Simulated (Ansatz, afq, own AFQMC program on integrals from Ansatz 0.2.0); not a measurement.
# CH2Si, singlet in cc-pVDZ, levels against CCSDT(Q)

```yaml
atoms:
  - { symbol: Si, position_ang: [0.0000, 0.0000, 0.7049] }
  - { symbol: C, position_ang: [0.0000, 0.0000, -1.3251] }
  - { symbol: H, position_ang: [0.0000, -0.9093, -1.9266] }
  - { symbol: H, position_ang: [0.0000, 0.9093, -1.9266] }
```

Connectivity, by distances: Si–CH2.

Basis cc-pVDZ. Noble-gas cores (and the filled d shells of Ga–Kr and In–Xe) are frozen. AFQMC by an in-house program on the Cholesky factors that Ansatz 0.2.0 writes for its CCSD(T) run. ph-AFQMC/CISD is guided by a CISD state made of CCSD amplitudes; releasing the constraint for a short imaginary time cuts its bias at the price of noise, slowly where states lie close. Uncertainties: one standard error, sampling alone.

Determinant: RHF, the one that the program's search chose, which needn't be the lowest solution. The geometry is a point of a scan.

No full CI on the walks' own integrals is used here; CCSDT(Q) serves as the reference and is uncertain by about the last step of the cluster series.

Cautions: higher spins were not checked; restricted determinant unstable towards unrestricted (UHF 739 meV lower, ⟨S²⟩ 0.77); strong correlation (T1 0.021, weight of the determinant 0.83, largest double 0.23); the ph-AFQMC/CISD walk drifts between its halves (2.0 errors).

The T1 diagnostic is 0.0211. The weight of the determinant in the CISD state is 0.828. The size of the correlated space is 10 electrons in 36 orbitals.

```csv
level,correlation energy (eV)
MP2,-6.2042
CCSD,-7.0401
CCSD(T),-7.3969
```

(1) Estimate where phaseless AFQMC with the Hartree–Fock trial lies against CCSD(T) on the same integrals.

(1) 4.4 ± 7.7 kJ/mol above CCSD(T). The gap is under twice the noise, so this walk alone can't tell the two apart.

Reference: CCSDT(Q), correlation energy -7.464 eV. The released energy is read at 2.40 1/Eh (meV from the phaseless value at times in 1/Eh: -1 ± 24 at 0.24, -15 ± 20 at 0.51, -20 ± 19 at 0.99, -18 ± 20 at 1.62, 9 ± 26 at 2.40).

| level | E − E(reference) (kJ/mol) | share of correlation (%) |
| --- | --- | --- |
| CCSD(T) | 6.4 | 99.10 |
| CCSDT | 3.8 | 99.48 |
| ph-AFQMC/HF | 10.8 ± 7.7 | 98.50 |
| ph-AFQMC/CISD | 3.3 ± 2.0 | 99.54 |
| released AFQMC | 4.2 ± 2.5 | 99.41 |

A walk keeps the symmetry of its determinant, which the program's search chose and which needn't be the lowest solution, so a lower state of the same spin and another symmetry isn't excluded. Released energies are given only where the last usable release times agree within the noise; a slower fall can still hide under it.
